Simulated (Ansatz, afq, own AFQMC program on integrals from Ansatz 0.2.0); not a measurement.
CH$_{2}$Ge, triplet → CH₂Ge⁺, doublet

```xyz
4

Ge    0.0000    0.0000    0.3308
C     0.0000    0.0000   -1.6265
H     0.0000    0.9089   -2.2295
H     0.0000   -0.9089   -2.2295
```

Connectivity, by distances: Ge–CH2.

E(doublet, charge +1) − E(triplet, charge +0) at this geometry, on UHF and UHF determinants.

Basis cc-pVDZ. Noble-gas cores (and the filled d shells of Ga–Kr and In–Xe) are frozen. Ansatz 0.2.0 and our own AFQMC program on the same integrals; the CISD trial comes from CCSD amplitudes, and released means the phaseless constraint is let go. ± is one standard error of the sampling. No spin–orbit coupling. The errors of all members are added in quadrature.

No full CI on the walks' own integrals is used here; CCSDT(Q) serves as the reference and is uncertain by about the last step of the cluster series. Each member takes its own surest rung, up to full CI.

Errors are counted within cc-pVDZ, not against nature.

Cautions: inner d shell frozen; no relativity below Rb; no spin-orbit coupling; CH₂Ge (triplet): lower spins were not checked.

Reference (CCSDT(Q)): 157.3 kcal/mol.

```csv
level,vertical ionization energy (kcal/mol),error against CCSDT(Q) (kcal/mol)
HF,153.6,-3.7
MP2,156.8,-0.5
CCSD,157.3,0.0
CCSD(T),157.3,0.0
CCSDT,157.3,0.0
ph-AFQMC/CISD,157.1 ± 0.1,-0.2 ± 0.1
released AFQMC,157.4 ± 0.09,0.1 ± 0.09
```

Correlation beyond CCSD(T) changes it by less than 2 meV. The perturbative (T) step is worth −0.0 kcal/mol.

A walk keeps the symmetry of its determinant, which the program's search chose and which needn't be the lowest solution, so a lower state of the same spin and another symmetry isn't excluded. Released energies are given only where the last usable release times agree within the noise; a slower fall can still hide under it.
